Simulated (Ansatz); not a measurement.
GeAsH₃ (H-bridged), triplet: reading a ladder of total energies

Geometry: that of the GeAsH3 (H-bridged), singlet, kept fixed. The singlet lies 1.0 eV lower here.

```xyz
5

Ge   -0.0184    0.0000    1.1160
As   -0.0047    0.0000   -1.1350
H     1.3379    0.0000   -0.1370
H     0.1701    1.2375    2.0381
H     0.1701   -1.2375    2.0381
```

Basis cc-pVDZ; Ansatz 0.2.0. Only valence electrons are correlated (noble-gas cores and the filled d shells of p-block atoms frozen), which leaves 12 electrons in 41 orbitals. Prefix R: restricted or restricted open-shell reference; prefix U: unrestricted. No spin–orbit coupling is included, and no scalar relativity.

Full CI isn't at hand for all of this; UCCSDT(Q) serves as the reference, and is uncertain by about the last step of the cluster series.

Runs differ by some tens of microhartree through their thresholds and, for an open shell, their frozen cores, so steps under 0.03 kcal/mol mean nothing.

```csv
level,total energy (hartree)
UHF,-4311.152249
UMP2,-4311.334322
UCCSD,-4311.373152
UCCSD(T),-4311.380419
UCCSDT,-4311.381734
UCCSDT(Q),-4311.382175
```

Problem. What is the correlation energy at UCCSDT(Q), and what share of it do UMP2 and UCCSDT recover?

Solution. E(corr) = -4311.382175 − (-4311.152249) = -0.229926 hartree = -6.257 eV. UMP2: -0.182073 / -0.229926 = 79.19 %. UCCSDT: -0.229485 / -0.229926 = 99.81 %.

Problem. By how many kcal/mol does UCCSD(T) miss UCCSDT(Q) (1 hartree = 627.509 kcal/mol), and which steps make up the rest?

Solution. -4311.380419 − (-4311.382175) = 0.001756 hartree = 1.10 kcal/mol. Steps: UCCSDT − UCCSD(T) = -0.83, UCCSDT(Q) − UCCSDT = -0.28 kcal/mol. Differences between like states or geometries often cancel part of this.
